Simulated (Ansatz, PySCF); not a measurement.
Species: C2H6N, charge 0, multiplicity 2. It need not be the lowest isomer of its formula. SMILES: C[N]C
Geometry: optimised at B3LYP-D3(BJ)/def2-TZVP (Ansatz, an electronic-structure program).

Quantity: atomisation energy (electronic, to ground-state atoms), in kcal/mol. Correlated levels leave the core frozen unless marked. Open shells are spin-unrestricted. Spin-orbit coupling is left out. No relativistic terms. The coupled-cluster limit lacks core correlation, which all-electron functionals hold. Basis-set limits of correlation are two-point, X^-3; Hartree-Fock from the larger set. [CCSD(T)-MP2]/basis is that difference in the basis named.

```
level                                                     program  atomisation energy (kcal/mol)
-------------------------------------------------  --------------  -----------------------------
HF-D4/def2-TZVPD                                    PySCF + dftd4                          571.4
PBE/def2-TZVPD                                             Ansatz                            [?]
PBE0/6-31G*                                                Ansatz                          774.0
BHLYP-D4/def2-TZVPD                                Ansatz + dftd4                          754.0
TPSSh-D3(BJ)/def2-TZVPD                             PySCF + dftd3                            [?]
RI-MP2/CBS(cc-pVTZ,cc-pVQZ)+[CCSD(T)-MP2]/cc-pVTZ          Ansatz                            [?]
```

Complete the blanks.


- PBE/def2-TZVPD, atomisation energy (kcal/mol): 786.1
- TPSSh-D3(BJ)/def2-TZVPD, atomisation energy (kcal/mol): 779.5
- RI-MP2/CBS(cc-pVTZ,cc-pVQZ)+[CCSD(T)-MP2]/cc-pVTZ, atomisation energy (kcal/mol): 767.3
